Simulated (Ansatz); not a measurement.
**Nudged elastic band run: C3H4OS2**

The input (input.yaml):

```yaml
crystal:
  periodic: [false, false, false]
  atoms:
    - { symbol: O, position_ang: [-0.329667, -2.666011, 0.912069] }
    - { symbol: C, position_ang: [-0.26649, -1.691302, 0.331586] }
    - { symbol: C, position_ang: [-0.209591, -0.56479, -0.348627] }
    - { symbol: S, position_ang: [0.374177, -0.698205, -2.019254] }
    - { symbol: C, position_ang: [-0.647848, 0.747619, 0.244265] }
    - { symbol: S, position_ang: [0.702483, 1.95274, 0.511387] }
    - { symbol: H, position_ang: [1.623449, -0.258934, -1.832412] }
    - { symbol: H, position_ang: [-1.326398, 1.249796, -0.443744] }
    - { symbol: H, position_ang: [-1.184302, 0.597313, 1.179789] }
    - { symbol: H, position_ang: [1.347289, 1.280574, 1.467843] }
basis:
  gaussian: { orbitals: def2-SVP }
hamiltonian:
  xc: hf
neb:
  order_check: false
  images: 5
  f_tol: 0.05
  max_iterations: 60
  final_atoms:
    - { symbol: O, position_ang: [-0.68570379, -2.84293878, 0.6004914] }
    - { symbol: C, position_ang: [-0.45694815, -1.80363288, 0.2038586] }
    - { symbol: C, position_ang: [-0.20418618, -0.59959491, -0.26614518] }
    - { symbol: S, position_ang: [0.60625471, -0.53812086, -1.84318014] }
    - { symbol: C, position_ang: [-0.60226179, 0.64857536, 0.47818259] }
    - { symbol: S, position_ang: [0.79126381, 1.65408364, 1.1070664] }
    - { symbol: H, position_ang: [1.8694713, -0.40435592, -1.42151698] }
    - { symbol: H, position_ang: [-1.22550004, 1.27986753, -0.15192711] }
    - { symbol: H, position_ang: [-1.1872228, 0.39528351, 1.36180714] }
    - { symbol: H, position_ang: [1.17793494, 2.1596333, -0.06573472] }
  initial_path:
    images:
      - { positions_ang: [[-0.329667, -2.666011, 0.912069], [-0.26649, -1.691302, 0.331586], [-0.209591, -0.56479, -0.348627], [0.374177, -0.698205, -2.019254], [-0.647848, 0.747619, 0.244265], [0.702483, 1.95274, 0.511387], [1.623449, -0.258934, -1.832412], [-1.326398, 1.249796, -0.443744], [-1.184302, 0.597313, 1.179789], [1.347289, 1.280574, 1.467843]] }
      - { positions_ang: [[-0.38357869, -2.67905538, 0.99411741], [-0.28524339, -1.69674007, 0.38562494], [-0.18151175, -0.58424131, -0.30353845], [0.54017335, -0.72760771, -1.90467747], [-0.65067346, 0.73332134, 0.21885377], [0.67729897, 1.90728593, 0.626423], [1.43381582, -0.00533089, -1.86354463], [-1.24296075, 1.24008722, -0.52385598], [-1.27255568, 0.60557221, 1.11457326], [1.44833758, 1.15550866, 1.25892616]] }
      - { positions_ang: [[-0.43749038, -2.69209975, 1.07616582], [-0.30399678, -1.70217813, 0.43966388], [-0.15343249, -0.60369263, -0.2584499], [0.70616969, -0.75701041, -1.79010095], [-0.65349892, 0.71902369, 0.19344254], [0.65211495, 1.86183186, 0.74145901], [1.24418265, 0.24827221, -1.89467727], [-1.15952351, 1.23037843, -0.60396796], [-1.36080936, 0.61383142, 1.04935752], [1.54938616, 1.03044332, 1.05000931]] }
      - { positions_ang: [[-0.49140207, -2.70514413, 1.15821423], [-0.32275017, -1.7076162, 0.49370282], [-0.12535324, -0.62314394, -0.21336134], [0.87216604, -0.78641312, -1.67552442], [-0.65632438, 0.70472603, 0.16803131], [0.62693092, 1.81637779, 0.85649501], [1.05454947, 0.50187532, -1.9258099], [-1.07608626, 1.22066965, -0.68407994], [-1.44906304, 0.62209063, 0.98414178], [1.65043474, 0.90537797, 0.84109247]] }
      - { positions_ang: [[-0.55616931, -2.75107568, 0.97230662], [-0.36748283, -1.73962176, 0.39708808], [-0.15163089, -0.61529426, -0.23095596], [0.78352893, -0.70364903, -1.73140966], [-0.63830351, 0.68600914, 0.27141507], [0.68170855, 1.76227974, 0.94001881], [1.32619008, 0.19979824, -1.75771226], [-1.12589086, 1.24040228, -0.50669567], [-1.36178296, 0.54648826, 1.11003023], [1.49293481, 1.32346308, 0.53881674]] }
      - { positions_ang: [[-0.62093655, -2.79700723, 0.78639901], [-0.41221549, -1.77162732, 0.30047334], [-0.17790854, -0.60744459, -0.24855057], [0.69489182, -0.62088494, -1.7872949], [-0.62028265, 0.66729225, 0.37479883], [0.73648618, 1.70818169, 1.0235426], [1.59783069, -0.10227884, -1.58961462], [-1.17569545, 1.2601349, -0.32931139], [-1.27450288, 0.47088588, 1.23591868], [1.33543487, 1.74154819, 0.23654101]] }
      - { positions_ang: [[-0.68570379, -2.84293878, 0.6004914], [-0.45694815, -1.80363288, 0.2038586], [-0.20418618, -0.59959491, -0.26614518], [0.60625471, -0.53812086, -1.84318014], [-0.60226179, 0.64857536, 0.47818259], [0.79126381, 1.65408364, 1.1070664], [1.8694713, -0.40435592, -1.42151698], [-1.22550004, 1.27986753, -0.15192711], [-1.1872228, 0.39528351, 1.36180714], [1.17793494, 2.1596333, -0.06573472]] }
```

Launched with:

```bash
$ ansatz run input.yaml --threads 2 --pin off --max-ram 3072MiB --backend cpu --events-out ev --progress --plain --runs-dir out
```

Output, in part (warnings, iteration lines, the closing report on the highest movable image, with atoms numbered from 0):

```
NEB end point (image 0): max|allowed force component| = 5.709e-3 eV/Å (the criterion of neb.relax_end_points is 1.000e-2)
NEB end point (image 6): max|allowed force component| = 1.016e-2 eV/Å (the criterion of neb.relax_end_points is 1.000e-2)
NEB iter   1: max|band force component| = 2.077e1 eV/Å  barrier→ = 5.4326 eV  barrier← = 5.4162 eV  Δτ_max = 0.1995 Å  (284 SCF iters)
NEB iter   2: max|band force component| = 5.014e0 eV/Å  barrier→ = 0.9891 eV  barrier← = 0.9727 eV  Δτ_max = 0.2000 Å  (204 SCF iters)
NEB iter   3: max|band force component| = 2.345e0 eV/Å  barrier→ = 0.3940 eV  barrier← = 0.3776 eV  Δτ_max = 0.1964 Å  (195 SCF iters)
NEB iter   4: max|band force component| = 6.880e-1 eV/Å  barrier→ = 0.3035 eV  barrier← = 0.2871 eV  Δτ_max = 0.1985 Å  (197 SCF iters)
NEB iter   5: max|band force component| = 5.137e-1 eV/Å  barrier→ = 0.2203 eV  barrier← = 0.2039 eV  Δτ_max = 0.1992 Å  (194 SCF iters)
NEB iter   6: max|band force component| = 4.761e-1 eV/Å  barrier→ = 0.1597 eV  barrier← = 0.1433 eV  CI = image 3  Δτ_max = 0.1975 Å  (197 SCF iters)
NEB iter   7: max|band force component| = 3.532e-1 eV/Å  barrier→ = 0.1425 eV  barrier← = 0.1261 eV  CI = image 2  Δτ_max = 0.1372 Å  (194 SCF iters)
NEB iter   8: max|band force component| = 2.916e-1 eV/Å  barrier→ = 0.1468 eV  barrier← = 0.1304 eV  CI = image 2  Δτ_max = 0.0528 Å  (196 SCF iters)
NEB iter   9: max|band force component| = 7.801e-2 eV/Å  barrier→ = 0.1447 eV  barrier← = 0.1283 eV  CI = image 2  Δτ_max = 0.0213 Å  (188 SCF iters)
NEB iter  10: max|band force component| = 5.663e-2 eV/Å  barrier→ = 0.1441 eV  barrier← = 0.1277 eV  CI = image 2  Δτ_max = 0.0425 Å  (175 SCF iters)
NEB iter  11: max|band force component| = 6.989e-2 eV/Å  barrier→ = 0.1438 eV  barrier← = 0.1274 eV  CI = image 2  Δτ_max = 0.0108 Å  (180 SCF iters)
NEB iter  12: max|band force component| = 3.756e-2 eV/Å  barrier→ = 0.1436 eV  barrier← = 0.1271 eV  CI = image 2  Δτ_max = 0.0000 Å  (374 SCF iters)
Total energy: -26814.44015311 eV, -985.4125001465 hartree
Atom 0 at    -0.339830    -2.651550     0.947193 Å, force     0.000349     0.002781    -0.007981 eV/Å
Atom 1 at    -0.271980    -1.667870     0.386130 Å, force    -0.006342     0.004562     0.020034 eV/Å
Atom 2 at    -0.203726    -0.529836    -0.277305 Å, force     0.021160    -0.010518    -0.019030 eV/Å
Atom 3 at     0.497305    -0.639947    -1.905469 Å, force    -0.004698     0.004362     0.005009 eV/Å
Atom 4 at    -0.746550     0.753513     0.288354 Å, force    -0.016342    -0.003083     0.000158 eV/Å
Atom 5 at     0.519579     1.909217     0.971450 Å, force     0.003491    -0.003637    -0.003745 eV/Å
Atom 6 at     1.755707    -0.275580    -1.632938 Å, force     0.001321     0.000234    -0.000254 eV/Å
Atom 7 at    -1.285568     1.281552    -0.494568 Å, force     0.004974     0.004253     0.003232 eV/Å
Atom 8 at    -1.448108     0.547895     1.094937 Å, force    -0.002551     0.000135     0.003182 eV/Å
Atom 9 at     1.606272     1.221406     0.625118 Å, force    -0.001361     0.000913    -0.000606 eV/Å
Dipole moment:     0.055041    -0.011460    -0.058926 e Å
```

The run converged. A vibrational analysis at the climbing image gives one clearly imaginary mode, 279i cm⁻¹: a first-order saddle point.

Final band (atoms are numbered from 1 in the order of the input):

| image | path coordinate (Å) | energy (eV) | dihedral C3–C5–S6–H10 (°) |
| --- | --- | --- | --- |
| 0 | 0.00 | 0.000 | -67 |
| 1 | 0.59 | 0.058 | -36 |
| 2 | 1.18 | 0.144 | 5 |
| 3 | 1.63 | 0.098 | 35 |
| 4 | 2.08 | 0.048 | 57 |
| 5 | 2.53 | 0.026 | 67 |
| 6 | 2.97 | 0.016 | 74 |

Run time: 80 s on 2 threads of Intel(R) Xeon(R) Platinum 8488C (Sapphire Rapids), on a shared host, peak memory 0.26 GiB.
